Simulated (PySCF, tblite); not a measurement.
Isomers of C4H6NS (doublet state), one GFN2-xTB conformer each. Single-point energies are computed at B3LYP/pcH-1 (PySCF, gas phase, no added dispersion term), electronic only. GFN2-xTB treats the open shell by occupation alone, and not every SCF solution was tested for stability.

```
                SMILES  GFN2-xTB relative energy (kcal/mol)
      [H]/N=C1/CC[C]1S                                  0.0
[H]/N=C1/[CH]C[C@@H]1S                                 12.7
```

Conformers: `[H]/[N:1]=[C:2]1/[CH2:3][CH2:4][C:5]1[SH:6]` (doublet state) with C4–C5–S6–H 180°; `[H]/[N:1]=[C:2]1/[CH:3][CH2:4][C@@H:5]1[SH:6]` (doublet state) with C4–C5–S6–H -60°.

Problem. What does B3LYP/pcH-1 give for the same structures?

Solution. 
```csv
SMILES,B3LYP/pcH-1 E (Eh),B3LYP/pcH-1 (kcal/mol),GFN2-xTB (kcal/mol),point group
[H]/N=C1/CC[C]1S,-608.91799,0.0,0.0,Cs
[H]/N=C1/[CH]C[C@@H]1S,-608.90357,9.0,12.7,C1
```

Both levels put the same isomer lowest. 

Problem. What happens when harmonic zero-point energies from GFN2-xTB frequencies are added?

Solution. 
```
                SMILES  ZPE (kcal/mol)  electronic (kcal/mol)  with ZPE (kcal/mol)
      [H]/N=C1/CC[C]1S            55.2                    0.0                  0.0
[H]/N=C1/[CH]C[C@@H]1S            54.2                    9.0                  8.1
```

The zero-point energies span 1.0 kcal/mol. The order is unchanged.
